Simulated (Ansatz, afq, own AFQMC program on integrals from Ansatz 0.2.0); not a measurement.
## BGeH, triplet → BGeH⁺, quartet

```xyz
3

Ge    0.0000    0.0000    1.6897
B     0.0000    0.0000   -0.2506
H     0.0000    0.0000   -1.4391
```

Connectivity, by distances: Ge–BH.

E(quartet, charge +1) − E(triplet, charge +0) at this geometry, on UHF and UHF determinants.

Basis cc-pVDZ. Noble-gas cores (and the filled d shells of Ga–Kr and In–Xe) are frozen. Integrals, coupled cluster, full CI and functionals: Ansatz 0.2.0; the random walks run on the same integrals in our own AFQMC program. The CISD trial takes its coefficients from CCSD amplitudes. Released means that phaseless walkers are propagated on without the constraint, phases kept. Uncertainties: one standard error, sampling alone. No spin–orbit coupling. The errors of all members are added in quadrature.

No full CI on the walks' own integrals is used here; CCSDT(Q) serves as the reference and is uncertain by about the last step of the cluster series. Each member takes its own surest rung, up to full CI.

Errors are counted within cc-pVDZ, not against nature.

Cautions: inner d shell frozen; no relativity below Rb; no spin-orbit coupling; BGeH⁺ (quartet): another spin lies lower, its ph-AFQMC/CISD value lies 56 ± 8 meV above CCSDT(Q); this isn't the first ionization.

Reference (CCSDT(Q)): 9.064 eV.

```json
{"level": "HF", "vertical ionization energy (eV)": "8.375", "error against CCSDT(Q) (eV)": "-0.689"}
{"level": "MP2", "vertical ionization energy (eV)": "8.961", "error against CCSDT(Q) (eV)": "-0.103"}
{"level": "CCSD", "vertical ionization energy (eV)": "9.063", "error against CCSDT(Q) (eV)": "-0.001"}
{"level": "CCSD(T)", "vertical ionization energy (eV)": "9.067", "error against CCSDT(Q) (eV)": "0.003"}
{"level": "CCSDT", "vertical ionization energy (eV)": "9.064", "error against CCSDT(Q) (eV)": "0.000"}
{"level": "ph-AFQMC/CISD", "vertical ionization energy (eV)": "9.107 ± 0.011", "error against CCSDT(Q) (eV)": "0.043 ± 0.011"}
{"level": "released AFQMC", "vertical ionization energy (eV)": "9.053 ± 0.014", "error against CCSDT(Q) (eV)": "-0.011 ± 0.014"}
```

Correlation beyond CCSD(T) takes off 0.003 eV. The perturbative (T) step is worth +0.004 eV.

A walk keeps the symmetry of its determinant, which the program's search chose and which needn't be the lowest solution, so a lower state of the same spin and another symmetry isn't excluded. Released energies are given only where the last usable release times agree within the noise; a slower fall can still hide under it.
